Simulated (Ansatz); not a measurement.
# AlClH₃N (SMILES [NH2][AlH][Cl]): functionals against CCSD(T) at one geometry

One table from this session's results is given with a row withheld; the runs are named, their logs left out.

Program: Ansatz 0.2.0, Gaussian basis. Level of theory: single points in def2-TZVPP. These are calculated values, not measurements.

Correlated methods freeze the cores.

## Starting geometry

SMILES `[NH2][AlH][Cl]`, 6 atoms, charge 0, spin multiplicity 1.

Atoms are counted from 1 here; the program's logs count them from 0.

Bond lengths: N1–Al2 1.796 Å, N1–H4 0.851 Å, N1–H5 0.986 Å, Al2–Cl3 2.039 Å, Al2–H6 1.439 Å. Angles: Al2–N1–H4 126.5°, Al2–N1–H5 123.9°, H4–N1–H5 109.6°, N1–Al2–Cl3 124.7°, N1–Al2–H6 117.0°, Cl3–Al2–H6 118.3°.

Coordinates:

```mol
AlClH3N
  3D, bonds by distance, orders not assigned

  6  5  0  0  0  0  0  0  0  0999 V2000
   -0.6591    0.2906   -0.7384 N   0  0
    0.4697   -0.1300    0.5940 Al  0  0
    1.3780   -1.9415    0.8188 Cl  0  0
   -1.0885    1.0205   -0.8268 H   0  0
   -0.8687   -0.3100   -1.4924 H   0  0
    0.7140    0.8826    1.5874 H   0  0
  1  2  8  0
  1  4  8  0
  1  5  8  0
  2  3  8  0
  2  6  8  0
M  END
```

The first run:

Input file run/in.yaml:

```yaml
crystal:
  periodic: [false, false, false]
  atoms:
    - {symbol: N, position_ang: [-0.659100, 0.290600, -0.738400]}
    - {symbol: Al, position_ang: [0.469700, -0.130000, 0.594000]}
    - {symbol: Cl, position_ang: [1.378000, -1.941500, 0.818800]}
    - {symbol: H, position_ang: [-1.088500, 1.020500, -0.826800]}
    - {symbol: H, position_ang: [-0.868700, -0.310000, -1.492400]}
    - {symbol: H, position_ang: [0.714000, 0.882600, 1.587400]}
basis:
  gaussian: {orbitals: def2-TZVPP}
correlation: {method: ccsd_t}
output: {forces: true}
```

No record of the launch command was kept for these runs.

Steps of the session up to this table: CCSD(T)/def2-TZVPP; PBE0-D4/def2-TZVPP; wB97M-V/def2-TZVPP; r2SCAN-D4/def2-TZVPP; PBE-D4/def2-TZVPP; BHLYP-D4/def2-TZVPP; SPW92/def2-TZVPP.

One table of the session follows, with a row left open; its other results are not shown here.

```
   method  RMS force component (eV/Å)  angle to CCSD(T) forces (°)  dipole (D)
  CCSD(T)                       4.162                    reference        1.65
  PBE0-D4                       4.173                          0.8        1.69
  wB97M-V                       4.139                          0.6        1.66
r2SCAN-D4                           ?                            ?           ?
   PBE-D4                       4.222                          1.3        1.73
 BHLYP-D4                       4.068                          2.0        1.66
    SPW92                       4.332                          2.6        1.76
```

Estimate the missing values for r2SCAN-D4.

As computed: RMS force component (eV/Å): 4.151; angle to CCSD(T) forces (°): 0.6; dipole (D): 1.73. In the column «RMS force component (eV/Å)» it lies between wB97M-V (4.139) and CCSD(T) (4.162).
